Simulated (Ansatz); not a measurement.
Results of r²SCAN (Ansatz, an electronic-structure program, PAW) for fcc Au.

Settings: plane-wave cutoff 600 eV, 16×16×16 k mesh, Fermi–Dirac smearing 0.1 eV, finite displacements, force constants from a 4×4×4 q mesh, scalar-relativistic PAW data made under PBE.

Computed at the level's own relaxed cell. Harmonic vibrational thermodynamics at fixed volume:

| T (K) | S_vib (J/K per mol of atoms) | C_V (J/K per mol of atoms) | F_vib (eV/atom) |
|---|---|---|---|
| 100 | 24.68 | 22.00 | 0.0036 |
| 300 | (withheld) | (withheld) | (withheld) |
| 400 | (withheld) | (withheld) | (withheld) |
| 600 | (withheld) | (withheld) | (withheld) |
| 700 | (withheld) | (withheld) | (withheld) |
| 800 | (withheld) | (withheld) | (withheld) |
| 900 | (withheld) | (withheld) | (withheld) |

Fill in the missing entries.


- 300, S_vib (J/K per mol of atoms): 50.70
- 300, C_V (J/K per mol of atoms): 24.58
- 300, F_vib (eV/atom): -0.0790
- 400, S_vib (J/K per mol of atoms): 57.80
- 400, C_V (J/K per mol of atoms): 24.74
- 400, F_vib (eV/atom): -0.1354
- 600, S_vib (J/K per mol of atoms): 67.85
- 600, C_V (J/K per mol of atoms): 24.85
- 600, F_vib (eV/atom): -0.2663
- 700, S_vib (J/K per mol of atoms): 71.69
- 700, C_V (J/K per mol of atoms): 24.88
- 700, F_vib (eV/atom): -0.3386
- 800, S_vib (J/K per mol of atoms): 75.01
- 800, C_V (J/K per mol of atoms): 24.89
- 800, F_vib (eV/atom): -0.4147
- 900, S_vib (J/K per mol of atoms): 77.94
- 900, C_V (J/K per mol of atoms): 24.90
- 900, F_vib (eV/atom): -0.4940

The crystal is taken as a harmonic solid at every temperature: melting, phase changes and thermal expansion are not seen, nor the electrons' share in a metal.
